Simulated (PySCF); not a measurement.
Ionisation of hydrogen chloride

System: `Cl` (HCl). Numbering: `[ClH:1]`

These are calculated values, ωB97X-D3(BJ)/ma-def2-TZVP in PySCF (grid level 2) at geometries from PBE0-D3(BJ)/def2-SVP. The prefix ma- adds one diffuse s and one diffuse p function on all atoms but H. Thermal corrections: PBE0-D3(BJ)/def2-SVP frequencies, unscaled, ideal gas at 298.15 K and 1 bar, quasi-RRHO entropy.

Frontier levels of the parent: HOMO -12.09 eV, LUMO 2.18 eV.

Oxidation to the radical cation:
| Property | Result |
| --- | --- |
| Vertical ionisation energy (electronic) | 12.83 eV |
| Adiabatic ionisation energy (with zero-point energy) | 12.80 eV |
| Adiabatic, electronic part | 12.82 eV |
| Vertical gap at the product's structure | 12.78 eV |
| Inner reorganisation energy (four-point) | 53 meV |
| Relaxation of product / of parent | 13 / 40 meV |
| ⟨S²⟩ of the product | 0.753 |
| Largest spin populations | Cl1 1.02 |
| Largest changes of atomic charge | Cl1 0.88, H (on Cl1) 0.12 |
| Distances that move most (Å) | Cl1–H 1.285 → 1.329 |
| Potential in acetonitrile | 9.46 V absolute, 4.92 V against Fc+/Fc computed at 4.54 V (solvation -13 → -331 kJ/mol) |

Solvents are IEF-PCM continua (electrostatics only, gas-phase structures); absolute potentials refer to an electron at rest in vacuum. Fc+/Fc in acetonitrile, 4.54 V, is ωB97X-D3(BJ)/ma-def2-TZVP on PBE0-D3(BJ)/def2-SVP structures with GFN2-xTB thermal terms. Benchmark calculations put it near 5.0 V in acetonitrile and DMSO, so it is about 0.5 V low, and the value against it can read up to that much too high.

Against the Active Thermochemical Tables (version 1.112): ionisation energy to the radical cation 12.75 (computed 12.80, error 0.05) eV.

Measured values (NIST Chemistry WebBook, evaluated or the median of agreeing entries): adiabatic ionisation energy 12.74 eV (computed 12.80, difference 0.05).

Known limits: spin-orbit coupling is left out of the energies, which matters for open shells on the heavier atoms.

Differences come from unrounded values, so a last digit can differ from that of the printed terms.
